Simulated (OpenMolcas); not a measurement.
# A workflow on SiH3O (SMILES [O][SiH3])

Wanted: the energy (UHF/STO-3G), then the energy (CASSCF(3,3)/STO-3G), then a single-point energy (CASPT2(3,3)/STO-3G), then a single-point energy (SC-NEVPT2(3,3)/STO-3G), then a single-point energy (MRCI(3,3)/STO-3G) of SiH3O. 

The results are computed with OpenMolcas 26.06.

## Step 1: Starting point

SiH3O: 5 atoms, total charge 0, spin state doublet. As SMILES, `[O][SiH3]`. The Si2–H5 distance was set to 2.244 Å, away from the relaxed value. At this shape a bond of the SMILES string is far longer than usual.

Bond lengths: O1–Si2 1.530 Å, Si2–H3 1.490 Å, Si2–H4 1.494 Å. Angles: O1–Si2–H3 115.3°, O1–Si2–H4 114.5°, H3–Si2–H4 104.6°. A long bond or contact: Si2–H5 2.244 Å.

## Step 2: The energy at UHF/STO-3G (run 1)

The input, step1.inp:

```
&GATEWAY
 BASLIB = $CurrDir
 BASISSET
 O.STO-3G....
 O1 -1.908109 -0.291175 0.617910 angstrom
 End of Basis
 BASISSET
 Si.STO-3G....
 Si2 -0.557349 -0.551185 -0.052430 angstrom
 End of Basis
 BASISSET
 H.STO-3G....
 H3 -0.612149 -0.801425 -1.519790 angstrom
 H4 0.194391 -1.718285 0.500630 angstrom
 H5 0.917210 1.125960 0.164480 angstrom
 End of Basis

&SEWARD

&SCF
 UHF
 SPIN = 2
 SCRAMBLE = 0.25
 PRORBITALS = 1 1
```

The basis set STO-3G is read from a file made from the Basis Set Exchange's data (not shown).

Run with:

```console
export MOLCAS_MEM=1860
pymolcas step1.inp > step1.log
```

What it wrote:

```text
--- Start Module: gateway ---
[...]
--- Stop Module: gateway /rc=_RC_ALL_IS_WELL_ ---
--- Start Module: seward ---
[...]
      Basis functions           17
--- Stop Module: seward /rc=_RC_ALL_IS_WELL_ ---
--- Start Module: scf ---
[...]
       Convergence after  24 Iterations
[...]
::    Total SCF energy                               -361.0202174967
[...]
      Total spin, S                                     0.7260262001
[...]
      Total electronic charge=   25.000000
      Total            charge=   -0.000000
[...]
      Dipole Moment (debye):
      Origin of the operator (angstrom)=   -0.9705   -0.4571    0.1608
                   X=  9.1133E-01               Y=  1.3139E-01               Z= -3.5551E-01           Total=  9.8700E-01
      Quadrupole Moment (debye*angstrom):
[...]
--- Stop Module: scf /rc=_RC_ALL_IS_WELL_ ---
[...]
```

Wall time 2 s (1 thread of Arm Neoverse V1, shared host); peak memory 0.37 GiB.

## Step 3: The energy at CASSCF(3,3)/STO-3G (run 2)

The input, step2.input:

```
&GATEWAY
 BasLib=$CurrDir
 BasisSet
 O.STO-3G....
 O1 -1.908109 -0.291175 0.617910 angstrom
 End of Basis
 BasisSet
 Si.STO-3G....
 Si2 -0.557349 -0.551185 -0.052430 angstrom
 End of Basis
 BasisSet
 H.STO-3G....
 H3 -0.612149 -0.801425 -1.519790 angstrom
 H4 0.194391 -1.718285 0.500630 angstrom
 H5 0.917210 1.125960 0.164480 angstrom
 End of Basis

&SEWARD

&RASSCF
 FileOrb=$CurrDir/step1.UnaOrb
 Spin=2
 Nactel=3 0 0
 Inactive=11
 Ras2=3
 OrbListing=Nothing
 OrbAppear=Compact
```

The basis set STO-3G is read from a file made from the Basis Set Exchange's data (not shown).

Run with:

```console
export MOLCAS_MEM=1860
pymolcas step2.input > step2.log
```

What it wrote:

```text
--- Start Module: gateway ---
[...]
--- Stop Module: gateway /rc=_RC_ALL_IS_WELL_ ---
--- Start Module: seward ---
[...]
      Basis functions           17
--- Stop Module: seward /rc=_RC_ALL_IS_WELL_ ---
--- Start Module: rasscf ---
[...]
      Number of active orbitals                  3
[...]
      Spin quantum number                      0.5
[...]
      Active orbitals                            3
[...]
      Number of CSFs                             8
[...]
      Number of root(s) required                 1
[...]
      Convergence after 11 iterations
[...]
      printout of CI-coefficients larger than  0.05 for root  1
      energy=    -361.046494
      conf/sym  111     Coeff  Weight
             1  2u0  -0.91370 0.83485
             4  udu   0.28561 0.08157
             6  uud   0.16473 0.02714
             8  0u2  -0.23081 0.05327
      Natural orbitals and occupation numbers for root  1
      sym 1:   1.780388   1.000389   0.219223
      ************************************************************************************************************************
      *                                                    Final results                                                     *
[...]
::    RASSCF root number  1 Total energy:   -361.04649418
[...]
      Total electronic charge=   25.000000
      Total            charge=   -0.000000
[...]
      Dipole Moment (debye):
      Origin of the operator (angstrom)=   -0.9705   -0.4571    0.1608
                   X=  8.8276E-01               Y=  1.0593E-01               Z= -3.5838E-01           Total=  9.5860E-01
      Quadrupole Moment (debye*angstrom):
[...]
--- Stop Module: rasscf /rc=_RC_ALL_IS_WELL_ ---
[...]
```

It took 1.8 s on 1 thread of Arm Neoverse V1, shared host; peak memory 0.37 GiB.

## Step 4: A single-point energy at CASPT2(3,3)/STO-3G (run 3)

The input, step3.input:

```
&GATEWAY
 BASLIB = $CurrDir
 BASISSET
 O.STO-3G....
 O1 -1.908109 -0.291175 0.617910 angstrom
 End of Basis
 BASISSET
 Si.STO-3G....
 Si2 -0.557349 -0.551185 -0.052430 angstrom
 End of Basis
 BASISSET
 H.STO-3G....
 H3 -0.612149 -0.801425 -1.519790 angstrom
 H4 0.194391 -1.718285 0.500630 angstrom
 H5 0.917210 1.125960 0.164480 angstrom
 End of Basis

&SEWARD

&RASSCF
 FILEORB = $CurrDir/step2.RasOrb
 SPIN = 2
 NACTEL = 3 0 0
 INACTIVE = 11
 RAS2 = 3
 ORBLISTING = Nothing
 ORBAPPEAR = Compact

&CASPT2
 IMAGINARY = 0.1
 FROZEN = 6
```

The basis set STO-3G is read from a file made from the Basis Set Exchange's data (not shown).

Run with:

```console
export MOLCAS_MEM=1860
pymolcas step3.input > step3.log
```

What it wrote:

```text
--- Start Module: gateway ---
[...]
--- Stop Module: gateway /rc=_RC_ALL_IS_WELL_ ---
[...]
      Basis functions           17
[...]
--- Start Module: rasscf ---
[...]
      Number of active orbitals                  3
[...]
      Spin quantum number                      0.5
[...]
      Active orbitals                            3
[...]
      Number of CSFs                             8
[...]
      Number of root(s) required                 1
[...]
      Convergence after  4 iterations
[...]
      printout of CI-coefficients larger than  0.05 for root  1
      energy=    -361.046494
      conf/sym  111     Coeff  Weight
             1  2u0  -0.91370 0.83485
             4  udu   0.28560 0.08157
             6  uud   0.16473 0.02713
             8  0u2  -0.23082 0.05328
      Natural orbitals and occupation numbers for root  1
      sym 1:   1.780387   1.000390   0.219223
      ************************************************************************************************************************
      *                                                    Final results                                                     *
[...]
::    RASSCF root number  1 Total energy:   -361.04649419
[...]
      Total electronic charge=   25.000000
      Total            charge=   -0.000000
[...]
      Dipole Moment (debye):
      Origin of the operator (angstrom)=   -0.9705   -0.4571    0.1608
                   X=  8.8263E-01               Y=  1.0603E-01               Z= -3.5839E-01           Total=  9.5850E-01
      Quadrupole Moment (debye*angstrom):
[...]
--- Stop Module: rasscf /rc=_RC_ALL_IS_WELL_ ---
--- Start Module: caspt2 ---
[...]
      E2 (Variational):          -0.0515262813
      Total energy:            -361.0980204686
[...]
      Reference weight:           0.97352
[...]
::    CASPT2 Root  1     Total energy:   -361.09802047
[...]
```

Wall time 1.8 s (1 thread of Arm Neoverse V1, shared host); peak memory 0.37 GiB.

## Step 5: The energy at SC-NEVPT2(3,3)/STO-3G (run 4)

The input, step4.inp:

```
* H3OSi NEVPT2
>>> EXPORT MOLCAS_PRINT=2
&GATEWAY
BASLIB = $CurrDir
BASISSET
O.STO-3G....
O1 -1.908109 -0.291175 0.617910 angstrom
End of Basis
BASISSET
Si.STO-3G....
Si2 -0.557349 -0.551185 -0.052430 angstrom
End of Basis
BASISSET
H.STO-3G....
H3 -0.612149 -0.801425 -1.519790 angstrom
H4 0.194391 -1.718285 0.500630 angstrom
H5 0.917210 1.125960 0.164480 angstrom
End of Basis
&SEWARD
&RASSCF
FILEORB = $CurrDir/step2.RasOrb
SPIN = 2
NACTEL = 3 0 0
INACTIVE = 11
RAS2 = 3
ORBLISTING = Nothing
ORBAPPEAR = Compact
&CASPT2
SC-NEVPT2
FROZEN = 6
```

The basis set STO-3G is read from a file made from the Basis Set Exchange's data (not shown).

Run with:

```console
export MOLCAS_MEM=1860
pymolcas step4.inp > step4.log
```

What it wrote:

```text
--- Start Module: gateway ---
[...]
--- Stop Module: gateway /rc=_RC_ALL_IS_WELL_ ---
[...]
      Basis functions           17
[...]
--- Start Module: rasscf ---
[...]
      Number of active orbitals                  3
[...]
      Spin quantum number                      0.5
[...]
      Active orbitals                            3
[...]
      Number of CSFs                             8
[...]
      Number of root(s) required                 1
[...]
      Convergence after  4 iterations
[...]
      printout of CI-coefficients larger than  0.05 for root  1
      energy=    -361.046494
      conf/sym  111     Coeff  Weight
             1  2u0  -0.91370 0.83485
             4  udu   0.28560 0.08157
             6  uud   0.16473 0.02713
             8  0u2  -0.23082 0.05328
      Natural orbitals and occupation numbers for root  1
      sym 1:   1.780387   1.000390   0.219223
      ************************************************************************************************************************
      *                                                    Final results                                                     *
[...]
::    RASSCF root number  1 Total energy:   -361.04649419
[...]
      Total electronic charge=   25.000000
      Total            charge=   -0.000000
[...]
      Dipole Moment (debye):
      Origin of the operator (angstrom)=   -0.9705   -0.4571    0.1608
                   X=  8.8263E-01               Y=  1.0603E-01               Z= -3.5839E-01           Total=  9.5850E-01
      Quadrupole Moment (debye*angstrom):
[...]
--- Stop Module: rasscf /rc=_RC_ALL_IS_WELL_ ---
[...]
      E2 (Variational):          -0.0503290798
[...]
      E2 (Variational):          -0.0502097969
      Total energy:            -361.0967039841
[...]
      Reference weight:           0.97499
[...]
::    SC-NEVPT2 Root  1     Total energy:   -361.09670398
[...]
```

It took 1.8 s on 1 thread of Arm Neoverse V1, shared host; peak memory 0.37 GiB.

## Step 6: A single-point energy at MRCI(3,3)/STO-3G (run 5)

The input, step5.inp:

```
&GATEWAY
 BASLIB=$CurrDir
 BASISSET
 O.STO-3G....
 O1 -1.908109 -0.291175 0.617910 angstrom
 End of Basis
 BASISSET
 Si.STO-3G....
 Si2 -0.557349 -0.551185 -0.052430 angstrom
 End of Basis
 BASISSET
 H.STO-3G....
 H3 -0.612149 -0.801425 -1.519790 angstrom
 H4 0.194391 -1.718285 0.500630 angstrom
 H5 0.917210 1.125960 0.164480 angstrom
 End of Basis

&SEWARD

&RASSCF
 FILEORB=$CurrDir/step2.RasOrb
 SPIN=2
 NACTEL=3 0 0
 INACTIVE=11
 RAS2=3
 ORBLISTING=Nothing
 ORBAPPEAR=Compact

&MOTRA
 LUMORB
 FROZEN=6

&GUGA
 ELECTRONS=13
 SPIN=2
 INACTIVE=5
 ACTIVE=3
 CIALL=1

&MRCI
 SDCI
```

The basis set STO-3G is read from a file made from the Basis Set Exchange's data (not shown).

Run with:

```console
export MOLCAS_MEM=1860
pymolcas step5.inp > step5.log
```

What it wrote:

```text
--- Start Module: gateway ---
[...]
      Basis functions           17
[...]
      Number of active orbitals                  3
[...]
      Spin quantum number                      0.5
[...]
      Active orbitals                            3
[...]
      Number of CSFs                             8
[...]
      Number of root(s) required                 1
[...]
      Convergence after  4 iterations
[...]
      printout of CI-coefficients larger than  0.05 for root  1
      energy=    -361.046494
      conf/sym  111     Coeff  Weight
             1  2u0  -0.91370 0.83485
             4  udu   0.28560 0.08157
             6  uud   0.16473 0.02713
             8  0u2  -0.23082 0.05328
      Natural orbitals and occupation numbers for root  1
      sym 1:   1.780387   1.000390   0.219223
      ************************************************************************************************************************
      *                                                    Final results                                                     *
[...]
::    RASSCF root number  1 Total energy:   -361.04649419
[...]
      Dipole Moment (debye):
      Origin of the operator (angstrom)=   -0.9705   -0.4571    0.1608
                   X=  8.8263E-01               Y=  1.0603E-01               Z= -3.5839E-01           Total=  9.5850E-01
      Quadrupole Moment (debye*angstrom):
[...]
--- Start Module: guga ---
[...]
       (But an ACPF correction will be computed)
       USE THE DEFAULT ACPF G-VALUE GFAC=  0.15384615384615385
[...]
                      CI ENERGY:  -361.11782987
[...]
                ACPF CORRECTION:    -0.00363213
[...]
      Total electronic charge=   25.000000
      Total            charge=   -0.000000
[...]
     ACPF CORRECTION:     -0.00363213
[...]
  CI State   1     Total energy:   -361.11782987     QDav:     -0.00433263     QACPF:     -0.00363213
[...]
```

It took 2.2 s on 1 thread of Arm Neoverse V1, shared host; peak memory 0.37 GiB.

## Step 7: Summary of results

```
                                                    quantity          value
                             run 1, UHF/STO-3G: total energy  -361.02022 Eh
                            run 1, UHF/STO-3G: dipole moment         0.99 D
       run 1, UHF/STO-3G: HOMO energy (highest over α and β)       -8.17 eV
        run 1, UHF/STO-3G: LUMO energy (lowest over α and β)        7.00 eV
                                     run 1, UHF/STO-3G: ⟨S²⟩          1.253
                     run 2, CASSCF(3,3)/STO-3G: total energy  -361.04649 Eh
   run 2, CASSCF(3,3)/STO-3G: dipole moment (CASSCF density)         0.96 D
                     run 3, CASPT2(3,3)/STO-3G: total energy  -361.09802 Eh
   run 3, CASPT2(3,3)/STO-3G: dipole moment (CASSCF density)         0.96 D
                  run 4, SC-NEVPT2(3,3)/STO-3G: total energy  -361.09670 Eh
run 4, SC-NEVPT2(3,3)/STO-3G: dipole moment (CASSCF density)         0.96 D
                       run 5, MRCI(3,3)/STO-3G: total energy  -361.11783 Eh
     run 5, MRCI(3,3)/STO-3G: dipole moment (CASSCF density)         0.96 D
```

In words: ⟨S²⟩ (run 1, UHF/STO-3G) is 1.25 where a pure doublet has 0.75: the reference is spin-contaminated. Mulliken charges (run 1, UHF/STO-3G) run from -0.36 on O1 to +0.74 on Si2. Mulliken charges (run 3, CASPT2(3,3)/STO-3G) of the CASSCF density run from -0.36 on O1 to +0.74 on Si2; they depend strongly on the basis. Mulliken charges (run 4, SC-NEVPT2(3,3)/STO-3G) of the CASSCF density run from -0.36 on O1 to +0.74 on Si2. Mulliken charges (run 5, MRCI(3,3)/STO-3G) of the CASSCF density run from -0.36 on O1 to +0.74 on Si2; they depend strongly on the basis.
